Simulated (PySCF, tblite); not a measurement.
**Si2H4O (triplet), a cluster model of a defect: EPR parameters**

Aim: the EPR parameters of `[SiH]O[SiH3]`. It is drawn as: twofold Si.

Computed with tblite 0.8.0 and PySCF 2.14.0; each step states its level. No surroundings beyond the atoms listed, unless a continuum is named. Atoms count from 0, parts from 1.

### Step 1. Starting point

7 atoms, charge 0, multiplicity 3; geometry: distance geometry start.

### Step 2. Geometry optimisation with GFN2-xTB

Job settings and geometry (Å):

```
{"job": {"kind": "relax", "xc": "GFN2-xTB", "basis": "xTB"}, "charge": 0, "multiplicity": 3}
Si     2.011978    -0.500690     0.005092
O      0.436994    -1.225121     0.072422
Si    -0.759621    -0.045905     0.008932
H      1.749363     0.958012    -0.018120
H     -1.374062     0.070376     1.338580
H     -0.298447     1.282644    -0.413780
H     -1.760884    -0.518600    -0.977743
```

Level: GFN2-xTB geometry optimisation, gas phase.

Started as:

```console
$ OMP_NUM_THREADS=1 python cluster_run.py task.json out
```

This one command runs all jobs of the session in turn.

**Question.** The jobs that follow are: PBE0-D3(BJ)/def2-SVP geometry optimisation, gas phase; UKS B3LYP, IGLO-III on O Si, pcH-1 on H, non-relativistic, mean-field spin-orbit, GIAO; UKS BHandHLYP, IGLO-III on O Si, pcH-1 on H, non-relativistic, mean-field spin-orbit, GIAO. Predict: point group; rotational constants (main isotopes); D, E (B3LYP); g(iso) (B3LYP); ⟨S²⟩; largest a(iso).

The runs gave:

| quantity | value |
| --- | --- |
| point group | C1 |
| rotational constants (main isotopes) | 50.63, 3.07, 3.01 GHz |
| D, E (B3LYP) | -0.461, -0.043 cm⁻¹ |
| g(iso) (B3LYP) | 2.00145 |
| ⟨S²⟩ | 2.002 (exact 2.00) |
| largest a(iso) | 29Si on Si0, -547.9 MHz |

**Reading.** The optimisation took 13 steps and gained 0.173 eV; among the close pairs (by a distance rule), Si2–H6 changed most, from 1.437 to 1.493 Å (PBE0/def2-SVP). Si0 carries the largest spin population, 1.74 e. The isotropic g lies 0.9 ppt below the free-electron value. The coupling of 29Si on Si0 runs from -579.0 (BHandHLYP/IGLO-III+pcH-1) to -547.9 MHz (B3LYP/IGLO-III+pcH-1). The triplet was assumed; the singlet may lie lower.
